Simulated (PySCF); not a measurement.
**Basis-set dependence of population analyses: `C=C1C[C@H]1CN`**

Species: C5H9N.
Numbering: `[CH2:1]=[C:2]1[CH2:3][C@H:4]1[CH2:5][NH2:6]` (hydrogens: H7, H8 on C1; H9, H10 on C3; H11 on C4; H12, H13 on C5; H14, H15 on N6)

Cartesian coordinates in Å at the PBE0-D3(BJ)/def2-SVP level; atoms count from 1:
```
atom  x, y, z in Å
C1     2.444   -0.797   -0.061
C2     1.376   -0.016   -0.096
C3     0.728    1.186   -0.622
C4    -0.001    0.229    0.327
C5    -1.136   -0.620   -0.188
N6    -2.384    0.114   -0.128
H7     3.348   -0.548   -0.625
H8     2.455   -1.714    0.535
H9     1.030    2.167   -0.241
H10    0.423    1.187   -1.676
H11   -0.157    0.602    1.348
H12   -1.227   -1.515    0.452
H13   -0.855   -0.993   -1.197
H14   -3.154   -0.456   -0.470
H15   -2.334    0.931   -0.734
```

PBE0 throughout (PySCF), one geometry, spherical d and f functions. Geometry: PBE0-D3(BJ)/def2-SVP, one conformer, isolated molecule. The first 7 of 14 kinds of atom are listed.

Mulliken charges (e):

| basis | functions | C1 | C2 | C3 | C4 | C5 | N6 | H7 |
| --- | --- | --- | --- | --- | --- | --- | --- | --- |
| STO-3G | 39 | -0.178 | -0.016 | -0.185 | -0.090 | -0.063 | -0.412 | +0.087 |
| 6-31G | 72 | -0.431 | +0.051 | -0.352 | -0.161 | -0.190 | -0.713 | +0.158 |
| 6-31G* | 102 | -0.493 | +0.186 | -0.425 | -0.190 | -0.197 | -0.763 | +0.172 |
| def2-SVP | 129 | -0.098 | -0.063 | -0.036 | -0.204 | +0.136 | -0.273 | +0.043 |
| 6-311+G(2d,p) | 216 | -0.542 | +0.458 | -0.592 | +0.190 | -0.351 | -0.495 | +0.125 |
| def2-TZVP | 240 | -0.272 | -0.056 | -0.214 | -0.056 | -0.142 | -0.504 | +0.130 |

IAO charges (e):

```json
{"basis": "STO-3G", "functions": "39", "C1": "-0.276", "C2": "-0.012", "C3": "-0.281", "C4": "-0.148", "C5": "-0.183", "N6": "-0.441", "H7": "+0.139"}
{"basis": "6-31G", "functions": "72", "C1": "-0.333", "C2": "+0.009", "C3": "-0.322", "C4": "-0.143", "C5": "-0.161", "N6": "-0.570", "H7": "+0.154"}
{"basis": "6-31G*", "functions": "102", "C1": "-0.323", "C2": "+0.010", "C3": "-0.309", "C4": "-0.139", "C5": "-0.135", "N6": "-0.569", "H7": "+0.148"}
{"basis": "def2-SVP", "functions": "129", "C1": "-0.321", "C2": "+0.012", "C3": "-0.303", "C4": "-0.136", "C5": "-0.130", "N6": "-0.558", "H7": "+0.145"}
{"basis": "6-311+G(2d,p)", "functions": "216", "C1": "-0.343", "C2": "+0.014", "C3": "-0.320", "C4": "-0.144", "C5": "-0.140", "N6": "-0.602", "H7": "+0.155"}
{"basis": "def2-TZVP", "functions": "240", "C1": "-0.342", "C2": "+0.014", "C3": "-0.321", "C4": "-0.144", "C5": "-0.139", "N6": "-0.596", "H7": "+0.154"}
```

Hirshfeld charges (e):

```csv
basis,functions,C1,C2,C3,C4,C5,N6,H7
STO-3G,39,-0.064,-0.030,-0.049,-0.013,+0.047,-0.229,+0.030
6-31G,72,-0.109,-0.014,-0.087,-0.031,-0.010,-0.247,+0.045
6-31G*,102,-0.110,-0.015,-0.086,-0.033,-0.014,-0.242,+0.045
def2-SVP,129,-0.111,-0.005,-0.091,-0.038,-0.022,-0.237,+0.044
"6-311+G(2d,p)",216,-0.110,-0.018,-0.094,-0.050,-0.029,-0.239,+0.047
def2-TZVP,240,-0.113,-0.013,-0.096,-0.047,-0.030,-0.241,+0.047
```

ESP-fitted charges (e):

| basis | functions | C1 | C2 | C3 | C4 | C5 | N6 | H7 |
| --- | --- | --- | --- | --- | --- | --- | --- | --- |
| STO-3G | 39 | -0.344 | +0.122 | -0.343 | -0.194 | +0.204 | -0.839 | +0.135 |
| 6-31G | 72 | -0.545 | +0.168 | -0.367 | -0.214 | +0.308 | -1.106 | +0.206 |
| 6-31G* | 102 | -0.526 | +0.137 | -0.355 | -0.150 | +0.202 | -0.949 | +0.202 |
| def2-SVP | 129 | -0.505 | +0.130 | -0.339 | -0.147 | +0.201 | -0.876 | +0.194 |
| 6-311+G(2d,p) | 216 | -0.588 | +0.126 | -0.324 | -0.091 | +0.175 | -0.934 | +0.224 |
| def2-TZVP | 240 | -0.584 | +0.138 | -0.333 | -0.100 | +0.165 | -0.916 | +0.221 |

Task: Which scheme is steadiest as the basis changes?

Result: Largest range over the bases for any column: Hirshfeld 0.08 e, IAO 0.16 e, ESP-fitted 0.27 e, Mulliken 0.56 e. Hirshfeld charges move least and Mulliken charges most, counted in e. Without the minimal STO-3G basis the ranges are Hirshfeld 0.02, IAO 0.04, ESP-fitted 0.23, Mulliken 0.56 e.

Task: How much do the charges still move between the two largest bases, 6-311+G(2d,p) and def2-TZVP?

Result: At most, over all atoms: Mulliken 0.514 e, IAO 0.005 e, Hirshfeld 0.005 e, ESP-fitted 0.019 e.

Task: What do the same runs give for the total energy, the frontier levels and the dipole moment?

Result: 
```json
{"basis": "STO-3G", "energy (Eh)": "-247.2461", "HOMO (eV)": "-3.90", "LUMO (eV)": "3.36", "μ (D)": "1.38"}
{"basis": "6-31G", "energy (Eh)": "-250.2451", "HOMO (eV)": "-6.34", "LUMO (eV)": "0.62", "μ (D)": "1.56"}
{"basis": "6-31G*", "energy (Eh)": "-250.3133", "HOMO (eV)": "-6.57", "LUMO (eV)": "0.57", "μ (D)": "1.33"}
{"basis": "def2-SVP", "energy (Eh)": "-250.1447", "HOMO (eV)": "-6.66", "LUMO (eV)": "0.29", "μ (D)": "1.28"}
{"basis": "6-311+G(2d,p)", "energy (Eh)": "-250.3951", "HOMO (eV)": "-6.99", "LUMO (eV)": "-0.09", "μ (D)": "1.23"}
{"basis": "def2-TZVP", "energy (Eh)": "-250.4141", "HOMO (eV)": "-6.93", "LUMO (eV)": "0.09", "μ (D)": "1.24"}
```

The dipole is fixed by the density alone, so its range of 0.33 D shows that the density itself changes with the basis, not only its division among atoms.
